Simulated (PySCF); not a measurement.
## Basis-set dependence of excited states

Species: C₃H₃F₃.
SMILES with atom numbers: `[CH2:1]=[CH:2][C:3]([F:4])([F:5])[F:6]` (hydrogens: H7, H8 on C1; H9 on C2)

Structure used (PBE0-D3(BJ)/def2-SVP), in Å, numbered top down from 1:
```xyz
9
C3H3F3 angstrom
C     -1.342    0.105   -0.325
C     -0.266    0.356    0.413
C      1.074   -0.247    0.138
F      1.047   -1.117   -0.872
F      1.970    0.699   -0.168
F      1.538   -0.891    1.215
H     -2.304    0.568   -0.094
H     -1.295   -0.573   -1.181
H     -0.288    1.030    1.274
```

TDDFT with PBE0 (PySCF), vertical singlets, core orbitals frozen in the response, spherical d and f functions. Geometry: PBE0-D3(BJ)/def2-SVP; no solvent, vibrations or thermal averaging.

Question: Compare 6-31+G*, aug-cc-pVDZ, def2-TZVP and def2-TZVPD for this molecule.

Answer: 

| basis | functions | diffuse | S1 (eV) | S2 (eV) | S3 (eV) | S4 (eV) | S5 (eV) | LUMO (eV) | α (au) |
| --- | --- | --- | --- | --- | --- | --- | --- | --- | --- |
| 6-31+G* | 114 | yes | 7.69 | 7.84 | 8.06 | 8.50 | 8.92 | -0.86 | 37.6 |
| aug-cc-pVDZ | 165 | yes | 7.57 | 7.62 | 7.93 | 8.18 | 8.54 | -0.90 | 40.6 |
| def2-TZVP | 204 | no | 7.75 | 7.95 | 8.79 | 9.16 | 9.56 | -0.82 | 37.4 |
| def2-TZVPD | 258 | yes | 7.67 | 7.83 | 7.94 | 8.51 | 8.89 | -0.89 | 40.9 |

States are compared by their number. Against the largest diffuse basis here (def2-TZVPD, itself not a converged limit), sets without diffuse functions differ by up to 0.08 eV in S1 and 0.67 eV in S5; the smaller diffuse sets differ by up to 0.10 and 0.35 eV. State by state, the largest deviation of a set without diffuse functions is S1 0.08, S2 0.12, S3 0.86, S4 0.65, S5 0.67 eV. The same number needn't mean the same state in each row. Against def2-TZVPD the polarisability deviates by -8% in 6-31+G*, -1% in aug-cc-pVDZ, -8% in def2-TZVP. A single + in a Pople set puts diffuse functions on heavy atoms only.
